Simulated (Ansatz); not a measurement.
Input for Ansatz (development build ahead of 0.2.0):

```yaml
crystal:
  periodic: [false, false, false]
  atoms:
    - { symbol: C, position_ang: [0.0, -0.41782, -0.10968] }
    - { symbol: C, position_ang: [0.0, -0.42989, 1.11744] }
    - { symbol: C, position_ang: [0.0, 0.70754, -0.89704] }
    - { symbol: H, position_ang: [0.0, -1.30146, -0.59921] }
    - { symbol: H, position_ang: [0.0, -1.29235, 1.63489] }
    - { symbol: H, position_ang: [0.0, 0.42427, 1.65213] }
    - { symbol: H, position_ang: [0.0, 1.55393, -0.34205] }
    - { symbol: H, position_ang: [0.81229, 0.7283, -1.50503] }
    - { symbol: H, position_ang: [-0.81229, 0.7283, -1.50503] }
basis:
  gaussian: { orbitals: def2-TZVP }
hamiltonian:
  xc: hf
correlation:
  method: mp2
  frozen_orbitals: { C: 1, H: 0 }
```

The input is written out in the form of the current development build from the run's settings.

Results

```yaml
Converged: yes
Reference_energy: -117.07068 hartree
Correlation_energy: -0.48480 hartree
Total_energy: -117.55548 hartree
Spin_squared_of_the_determinant: 0.000
```

Caution: no unrestricted run beside it, a lower state can exist.
